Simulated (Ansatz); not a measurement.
A made-up structure of C2H4N (charge +1), closed shell:

```tsv
atom	x (Å)	y (Å)	z (Å)
C1	-0.0001	0.0002	0.0001
N2	-0.9633	-0.1916	-0.7575
C3	0.9632	0.1916	0.7575
H4	-1.9064	0.0265	-0.4362
H5	-0.8004	-0.5651	-1.6925
H6	1.4696	1.1569	0.7488
H7	1.2910	-0.6079	1.4220
```

It is relaxed with PBE-D4/def2-SVP and then PBE0-D4/def2-TZVP (Ansatz 0.2.0). Atoms count as bonded within 1.22 times the sum of their covalent radii (H–H: 0.88 Å). The end point is not checked to be a true minimum.

Does its bonding change? (A judgement: the text doesn't fix the answer.)

By the calculation: No: no bond forms or breaks.

Where it ends: The first stage lowers the energy by 0.19 eV in 4 steps. It ends as C₂H₄N ([CH2][C][NH2]), total charge +1:
```xyz
7
angstrom
C -0.0046 -0.0008 -0.0036
N -0.9766 -0.1943 -0.7680
C 0.9875 0.1965 0.7766
H -1.9316 0.0133 -0.4771
H -0.8477 -0.5663 -1.7086
H 1.5019 1.1558 0.7777
H 1.3247 -0.5935 1.4452
```

Labels in which every atom is bracketed show which atoms are joined, not bond orders.

For scale, one of the runs: PBE0-D4/def2-TZVP relaxation, 117 basis functions, launched by `ansatz run in.yaml --threads 2 --pin off --events-out ev --progress --plain --max-ram 4352MiB`. The run took about 5.5 s on 2 CPU threads of an Intel Xeon Platinum 8488C (shared host).
